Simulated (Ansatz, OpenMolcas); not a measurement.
**NO+ (SMILES N#[O+]): methods side by side**

NO+ has 2 atoms, charge +1, and is taken as a singlet. SMILES: `N#[O+]`. Geometry: the measured bond length.

```xyz
2

N     0.0000    0.0000    0.0000
O     0.0000    0.0000    1.0632
```

Quantity: the energy change with the N1–O2 bond stretched from 1.063 to 1.223 Å, in eV. The values are calculated.

| level | kind | program | value (eV) | less CCSD(T)/aug-cc-pVTZ | CPU time (all runs) |
| --- | --- | --- | --- | --- | --- |
| BLYP/aug-cc-pVTZ (restricted) | GGA | OpenMolcas | 1.16 | -0.05 | 32 s |
| revPBE/aug-cc-pVTZ (restricted) | GGA | OpenMolcas | 1.15 | -0.06 | 32 s |
| r2SCAN/aug-cc-pVTZ (restricted) | meta-GGA | OpenMolcas | 1.46 | +0.25 | 41 s |
| PBE0/aug-cc-pVTZ (restricted) | global hybrid | OpenMolcas | 1.65 | +0.44 | 31 s |
| r2SCAN0/aug-cc-pVTZ (restricted) | hybrid meta-GGA | Ansatz | 1.80 | +0.59 | 5.5 s |
| PBE-QIDH/aug-cc-pVTZ (restricted) | double hybrid | Ansatz | 1.46 | +0.25 | 4.5 s |
| BCCD(T)/aug-cc-pVTZ (restricted) | coupled cluster or CI | Ansatz | 1.21 | 0.00 | 9.1 s |
| CCSD(T)/aug-cc-pVTZ (restricted) | coupled cluster or CI | OpenMolcas | 1.21 | 0.00 | 45 s |

Differences are taken from CCSD(T)/aug-cc-pVTZ (restricted) for orientation; it has basis-set and higher-order errors of its own. The first shape isn't each level's own minimum. The values span 1.15 to 1.80 eV. CPU times are rough (shared hosts, several kinds of processor): they show what a rung costs within a factor of a few.
